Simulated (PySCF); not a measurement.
Worked example for 1,3,5-triazine: proton affinity at atom N2

Structure: `c1ncncn1` (C3H3N3). Optimised structure (Å), atoms numbered from 1:
```
C     1.1746   -0.5407    0.0718
N     0.1311   -1.3538   -0.0602
C    -1.0474   -0.7388   -0.0851
N    -1.2353    0.5739    0.0092
C    -0.1181    1.2828    0.1386
N     1.1134    0.7833    0.1761
H     2.1701   -1.0012    0.0968
H    -1.9401   -1.3677   -0.1923
H    -0.2211    2.3720    0.2215
```

Energies: ωB97X-D3(BJ)/def2-TZVP (PySCF, density fitting, integration grid level 2) on PBE0-D3(BJ)/def2-SVP structures. ωB97X-D3(BJ) is ωB97X-V with D3(BJ) in place of VV10. Thermal corrections: PBE0-D3(BJ)/def2-SVP frequencies, unscaled, ideal gas at 298.15 K and 1 bar, quasi-RRHO entropy.

Step: `c1nc[nH+]cn1` → `c1ncncn1` + H⁺.

```
     species  charge  multiplicity       E / Eh
c1nc[nH+]cn1       1             1  -280.899502
    c1ncncn1       0             1  -280.563419
```

Thermal terms, products less reactant: Δ(H − E) = -28.18 kJ/mol, Δ(G − E) = -56.99 kJ/mol (the bare proton has no electronic energy, H = 5/2 RT). 1 Eh = 2625.50 kJ/mol.

Task: What are ΔE, ΔH and ΔG of this step?

Result: ΔE = 0.336083 Eh = 882.39 kJ/mol; ΔH = 854.2 kJ/mol; ΔG = 825.4 kJ/mol, all in the gas phase at 298.15 K and 1 bar. The digits show the arithmetic; the method itself can be off by 10 kJ/mol or more.
